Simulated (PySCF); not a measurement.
Shieldings and the share of exact exchange

Molecule: `C([N+]#[C-])C`, C3H5N.

Geometry:
| atom | x (Å) | y (Å) | z (Å) |
| --- | --- | --- | --- |
| C1 | 2.246 | -0.382 | -1.236 |
| N2 | 1.344 | 0.068 | -0.636 |
| C3 | 0.233 | 0.576 | 0.079 |
| C4 | -0.857 | -0.467 | 0.265 |
| H5 | 0.592 | 0.942 | 1.054 |
| H6 | -0.154 | 1.451 | -0.467 |
| H7 | -1.229 | -0.822 | -0.707 |
| H8 | -1.698 | -0.032 | 0.822 |
| H9 | -0.477 | -1.334 | 0.825 |

GIAO shieldings (ppm, equivalent atoms averaged) in PySCF on the PBE0-D3(BJ)/def2-SVP geometry, basis pcSseg-2, gas phase, non-relativistic:

| functional | exact exchange (%) | σ(C3) |
| --- | --- | --- |
| BLYP | 0 | 136.4 |
| BP86 | 0 | 141.1 |
| PBE | 0 | 141.4 |
| B3LYP | 20 | 141.3 |
| PBE0 | 25 | 146.8 |
| mPW1PW91 | 25 | 145.9 |
| HF | 100 | 156.8 |

Problem. Fit each shielding as a line in the percentage of exact exchange.

Solution. σ(C3) = 140.0 + 0.17 x (rms 2.1 ppm). The functionals also differ in their semilocal parts, which the line can't hold; Hartree–Fock has no correlation at all.

Problem. What does the line predict for BHandHLYP (50 %), and what does the run give?

Solution. σ(C3): 148.5 predicted, 147.4 computed ppm.
